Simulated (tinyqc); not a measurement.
Inside a calculation (part 2 of 2). Method: MP2 on RHF in the sto-3g basis, frozen core, for NH3, spin multiplicity 1. Computed by tinyqc, a small Python program that keeps every step (integrals from PySCF). Command: `OMP_NUM_THREADS=1 python tinyqc.py 25768 25769 out.jsonl` (the two numbers bound the seeds that draw the settings). One thread of a shared host (Intel(R) Xeon(R) Processor @ 2.60GHz), about 0.2 s of CPU time with the checks.

Geometry (angstrom):
```
atom          x          y         z
N      0.000000   0.000000  0.279000
H      1.065000   0.000000  0.000000
H     -0.532000   0.922000  0.000000
H     -0.532000  -0.922000  0.000000
```

## Convergence

Stop when the energy changes by less than 1e-10 hartree and every element of the error matrix X^T (F D S - S D F) X is below 3e-06.

Course of the cycle:
```
iteration   E (hartree)     change  largest element of the error matrix
1          -55.35058453          -                             9.84e-01
2          -55.41364742  -6.31e-02                             1.10e-01
3          -55.42885348  -1.52e-02                             1.51e-02
4          -55.42960865  -7.55e-04                             6.05e-03
5          -55.42973133  -1.23e-04                             8.23e-04
6          -55.42973325  -1.92e-06                             2.75e-05
7          -55.42973325  -2.39e-09                             1.58e-07
8          -55.42973325  -5.68e-14                             5.23e-08
```

PySCF RHF in the same basis = -55.42973325 hartree

Converged in 8 iterations.

## Integrals over molecular orbitals

coefficients C, order 1N 1s, 1N 2s, 1N 2px, 1N 2py, 1N 2pz, 2H 1s, 3H 1s, 4H 1s:
$$\begin{pmatrix}
0.993624 & -0.221786 & 0.000000 & -0.000034 & -0.065446 & -0.182727 & 0.000223 & 0.000000 \\
0.029476 & 0.765100 & 0.000000 & 0.000204 & 0.327880 & 1.130778 & -0.001598 & 0.000000 \\
-0.000002 & -0.000103 & 0.000000 & 0.576977 & -0.000083 & 0.001110 & 1.023237 & 0.000000 \\
0.000000 & 0.000000 & 0.576933 & 0.000000 & 0.000000 & 0.000000 & 0.000000 & 1.023569 \\
-0.002990 & -0.084887 & 0.000000 & 0.000094 & 0.938795 & -0.398189 & 0.000546 & 0.000000 \\
-0.005686 & 0.164523 & 0.000000 & 0.504338 & -0.108225 & -0.672438 & -0.911364 & 0.000000 \\
-0.005692 & 0.164702 & 0.436641 & -0.252039 & -0.108185 & -0.671335 & 0.456902 & -0.790240 \\
-0.005692 & 0.164702 & -0.436641 & -0.252039 & -0.108185 & -0.671335 & 0.456902 & 0.790240
\end{pmatrix}$$

core Hamiltonian H = T + V (hartree), order 1N 1s, 1N 2s, 1N 2px, 1N 2py, 1N 2pz, 2H 1s, 3H 1s, 4H 1s:
$$\begin{pmatrix}
-25.637634 & -5.900387 & 0.000006 & 0.000000 & 0.010185 & -1.197888 & -1.199322 & -1.199322 \\
-5.900387 & -7.680295 & 0.000043 & 0.000000 & 0.121042 & -2.865848 & -2.868129 & -2.868129 \\
0.000006 & 0.000043 & -6.375958 & 0.000000 & -0.000027 & -2.175649 & 1.087936 & 1.087936 \\
0.000000 & 0.000000 & 0.000000 & -6.376147 & 0.000000 & 0.000000 & -1.885499 & 1.885499 \\
0.010185 & 0.121042 & -0.000027 & 0.000000 & -6.243862 & 0.600266 & 0.600884 & 0.600884 \\
-1.197888 & -2.865848 & -2.175649 & 0.000000 & 0.600266 & -4.335163 & -0.880305 & -0.880305 \\
-1.199322 & -2.868129 & 1.087936 & -1.885499 & 0.600884 & -0.880305 & -4.336550 & -0.880536 \\
-1.199322 & -2.868129 & 1.087936 & 1.885499 & 0.600884 & -0.880305 & -0.880536 & -4.336550
\end{pmatrix}$$

Given earlier and not repeated: Two-electron integrals (ij|kl) in chemists' order.

(pq|rs) = sum C_ip C_jq C_kr C_ls (ij|kl), one index at a time.

one-electron integrals over orbitals h = C^T H C (hartree):
$$\begin{pmatrix}
-25.621171 & 0.446474 & 0.000000 & 0.000070 & 0.120815 & 0.347950 & -0.000424 & 0.000000 \\
0.446474 & -6.265547 & 0.000000 & 0.000076 & -0.174113 & -1.238403 & 0.001616 & 0.000000 \\
0.000000 & 0.000000 & -5.340059 & 0.000000 & 0.000000 & 0.000000 & 0.000000 & -1.346429 \\
0.000070 & 0.000076 & 0.000000 & -5.339503 & -0.000206 & -0.001959 & -1.346485 & 0.000000 \\
0.120815 & -0.174113 & 0.000000 & -0.000206 & -6.132738 & 0.411039 & -0.000319 & 0.000000 \\
0.347950 & -1.238403 & 0.000000 & -0.001959 & 0.411039 & -4.439611 & -0.000503 & 0.000000 \\
-0.000424 & 0.001616 & 0.000000 & -1.346485 & -0.000319 & -0.000503 & -4.896120 & 0.000000 \\
0.000000 & 0.000000 & -1.346429 & 0.000000 & 0.000000 & 0.000000 & 0.000000 & -4.896207
\end{pmatrix}$$

Two-electron integrals over orbitals (pq|rs), unique and non-zero (hartree); the lowest 1 orbital is frozen and left out:
```
(22|22) 0.594153    (32|32) 0.120404    (33|22) 0.538967    (33|33) 0.559778
(42|22) -0.000066   (42|33) -0.048965   (42|42) 0.120329    (43|32) -0.048958
(43|43) 0.045097    (44|22) 0.538875    (44|33) 0.469459    (44|42) 0.049010
(44|44) 0.559768    (52|22) -0.009473   (52|33) -0.000836   (52|42) 2.90e-06
(52|44) -0.000835   (52|52) 0.108392    (53|32) -0.003813   (53|43) 0.007936
(53|53) 0.026612    (54|22) 0.000018    (54|33) 0.007951    (54|42) -0.003810
(54|44) -0.007933   (54|52) 0.000017    (54|54) 0.026610    (55|22) 0.609706
(55|33) 0.532783    (55|42) -3.57e-06   (55|44) 0.532740    (55|52) 0.074514
(55|54) 0.000041    (55|55) 0.758949    (62|22) 0.115465    (62|33) 0.067844
(62|42) 0.000060    (62|44) 0.067841    (62|52) -0.014235   (62|54) 0.000022
(62|55) 0.136053    (62|62) 0.086318    (63|32) -0.028711   (63|43) 0.036279
(63|53) 0.010577    (63|63) 0.062010    (64|22) 0.000194    (64|33) 0.036429
(64|42) -0.028746   (64|44) -0.036222   (64|52) 0.000036    (64|54) 0.010598
(64|55) 0.000229    (64|62) 0.000138    (64|64) 0.062130    (65|22) -0.049085
(65|33) -0.022903   (65|42) 0.000042    (65|44) -0.022862   (65|52) 0.045878
(65|54) 0.000027    (65|55) -0.035431   (65|62) -0.044309   (65|64) -0.000054
(65|65) 0.042080    (66|22) 0.505039    (66|33) 0.479088    (66|42) 0.000201
(66|44) 0.479269    (66|52) -0.044828   (66|54) -0.000027   (66|55) 0.484062
(66|62) 0.065476    (66|64) -0.000020   (66|65) -0.041911   (66|66) 0.489318
(72|22) -0.000157   (72|33) 0.013201    (72|42) 0.033767    (72|44) -0.013360
(72|52) 1.48e-06    (72|54) 0.015496    (72|55) -0.000183   (72|62) -0.000058
(72|64) 0.039735    (72|65) 0.000064    (72|66) -0.000052   (72|72) 0.056091
(73|32) 0.041632    (73|43) -0.015492   (73|53) -0.007397   (73|63) -0.030536
(73|73) 0.034751    (74|22) 0.116033    (74|33) 0.090246    (74|42) -0.041559
(74|44) 0.059330    (74|52) 0.030959    (74|54) 0.007400    (74|55) 0.156767
(74|62) 0.080626    (74|64) 0.030628    (74|65) -0.022808   (74|66) 0.042330
(74|72) 0.003028    (74|74) 0.134844    (75|22) 0.000026    (75|33) -0.014281
(75|42) 0.034082    (75|44) 0.014338    (75|52) -0.000063   (75|54) 0.019264
(75|55) 0.000016    (75|62) 0.000063    (75|64) -0.014094   (75|65) -0.000007
(75|66) 0.000100    (75|72) 0.011231    (75|74) -0.013121   (75|75) 0.033463
(76|22) -0.000021   (76|33) -0.051431   (76|42) 0.099795    (76|44) 0.051546
(76|52) 0.000064    (76|54) -0.013173   (76|55) 0.000065    (76|62) 0.000045
(76|64) -0.048619   (76|65) 0.000059    (76|66) 0.000212    (76|72) 0.006957
(76|74) -0.048474   (76|75) 0.027677    (76|76) 0.108387    (77|22) 0.545040
(77|33) 0.479410    (77|42) 0.027831    (77|44) 0.552857    (77|52) 0.012334
(77|54) -0.009857   (77|55) 0.559036    (77|62) 0.080224    (77|64) -0.038958
(77|65) -0.021340   (77|66) 0.488132    (77|72) -0.023779   (77|74) 0.078029
(77|75) 0.008826    (77|76) 0.040804    (77|77) 0.576878    (82|32) 0.033731
(82|43) 0.013294    (82|53) 0.015499    (82|63) 0.039735    (82|73) -0.003228
(82|82) 0.056085    (83|22) 0.115980    (83|33) 0.059340    (83|42) 0.041580
(83|44) 0.090279    (83|52) 0.030965    (83|54) -0.007368   (83|55) 0.156758
(83|62) 0.080635    (83|64) -0.030391   (83|65) -0.022772   (83|66) 0.042522
(83|72) -0.003279   (83|74) 0.067909    (83|75) 0.013165    (83|76) 0.048600
(83|77) 0.101584    (83|83) 0.134873    (84|32) 0.041598    (84|43) -0.015448
(84|53) -0.007379   (84|63) -0.030457   (84|73) 0.032346    (84|82) -0.003174
(84|84) 0.034673    (85|32) 0.034095    (85|43) -0.014289   (85|53) 0.019267
(85|63) -0.014070   (85|73) 0.013165    (85|82) 0.011229    (85|84) 0.013152
(85|85) 0.033466    (86|32) 0.099782    (86|43) -0.051357   (86|53) -0.013150
(86|63) -0.048461   (86|73) 0.048592    (86|82) 0.006978    (86|84) 0.048533
(86|85) 0.027660    (86|86) 0.108232    (87|32) -0.028188   (87|43) 0.036881
(87|53) 0.009905    (87|63) 0.039220    (87|73) -0.011988   (87|82) 0.023648
(87|84) -0.011937   (87|85) -0.008901   (87|86) -0.041026   (87|87) 0.040127
(88|22) 0.545109    (88|33) 0.553007    (88|42) -0.028064   (88|44) 0.479276
(88|52) 0.012340    (88|54) 0.009911    (88|55) 0.559088    (88|62) 0.080261
(88|64) 0.039326    (88|65) -0.021368   (88|66) 0.487992    (88|72) 0.023552
(88|74) 0.101683    (88|75) -0.008857   (88|76) -0.040951   (88|77) 0.497080
(88|83) 0.077920    (88|88) 0.577119
```

## Second-order Moller-Plesset energy

orbital energies (hartree): MO1 -15.285778, MO2 -1.019576, MO3 -0.533159, MO4 -0.532936, MO5 -0.317133, MO6 0.512597, MO7 0.676596, MO8 0.677069

Hartree-Fock energy = -55.42973325 hartree

E2 = sum_ijab (ia|jb) [2 (ia|jb) - (ib|ja)] / (e_i + e_j - e_a - e_b) over occupied i, j and virtual a, b; the opposite-spin part is (ia|jb)^2 / denominator, the rest is same-spin, and SCS-MP2 scales them by 6/5 and 1/3.

Terms (the 40 largest of 74):
```
i  j  a  b    (ia|jb)    (ib|ja)  denominator       term
4  4  7  7   0.134844   0.134844    -2.419065  -0.007516
3  3  8  8   0.134873   0.134873    -2.420457  -0.007515
2  3  6  8   0.080635   0.039735    -2.742401  -0.003574
3  2  8  6   0.080635   0.039735    -2.742401  -0.003574
2  4  6  7   0.080626   0.039735    -2.741706  -0.003573
4  2  7  6   0.080626   0.039735    -2.741706  -0.003573
4  3  7  8   0.067909   0.032346    -2.419761  -0.002904
3  4  8  7   0.067909   0.032346    -2.419761  -0.002904
2  2  6  6   0.086318   0.086318    -3.064346  -0.002431
4  4  6  6   0.062130   0.062130    -2.091066  -0.001846
3  3  6  6   0.062010   0.062010    -2.091512  -0.001838
5  5  6  6   0.042080   0.042080    -1.659460  -0.001067
2  2  7  7   0.056091   0.056091    -3.392345  -0.000927
2  2  8  8   0.056085   0.056085    -3.393291  -0.000927
5  2  6  6  -0.044309  -0.044309    -2.361903  -0.000831
2  5  6  6  -0.044309  -0.044309    -2.361903  -0.000831
5  5  7  7   0.033463   0.033463    -1.987458  -0.000563
5  5  8  8   0.033466   0.033466    -1.988405  -0.000563
3  3  7  7   0.034751   0.034751    -2.419511  -0.000499
4  4  8  8   0.034673   0.034673    -2.420011  -0.000497
4  4  6  7   0.030628   0.030628    -2.255066  -0.000416
4  4  7  6   0.030628   0.030628    -2.255066  -0.000416
3  3  7  6  -0.030536  -0.030536    -2.255511  -0.000413
3  3  6  7  -0.030536  -0.030536    -2.255511  -0.000413
4  3  8  6  -0.030457  -0.030391    -2.255762  -0.000412
3  4  6  8  -0.030457  -0.030391    -2.255762  -0.000412
3  4  8  6  -0.030391  -0.030457    -2.255762  -0.000409
4  3  6  8  -0.030391  -0.030457    -2.255762  -0.000409
4  5  7  6  -0.022808  -0.014094    -2.039262  -0.000353
5  4  6  7  -0.022808  -0.014094    -2.039262  -0.000353
3  5  8  6  -0.022772  -0.014070    -2.039958  -0.000351
5  3  6  8  -0.022772  -0.014070    -2.039958  -0.000351
3  5  8  7   0.013165   0.013165    -2.203958  -0.000079
5  3  7  8   0.013165   0.013165    -2.203958  -0.000079
5  3  8  7   0.013165   0.013165    -2.203958  -0.000079
3  5  7  8   0.013165   0.013165    -2.203958  -0.000079
5  4  8  8   0.013152   0.013152    -2.204208  -0.000078
4  5  8  8   0.013152   0.013152    -2.204208  -0.000078
5  4  7  7  -0.013121  -0.013121    -2.203262  -0.000078
4  5  7  7  -0.013121  -0.013121    -2.203262  -0.000078
```

Pair energies (hartree; pair i-j sums ij and ji):
```
pair  opposite spin  same spin
2-2       -0.004286          0
3-2       -0.005908  -0.001220
3-3       -0.010680          0
4-2       -0.005907  -0.001220
4-3       -0.006318  -0.001045
4-4       -0.010691          0
5-2       -0.001850          0
5-3       -0.001017  -0.000074
5-4       -0.001018  -0.000074
5-5       -0.002194          0
```

MP2 correlation energy = -0.05350245 hartree

SCS-MP2 correlation energy = -0.06105368 hartree

MP2 total energy = -55.48323571 hartree
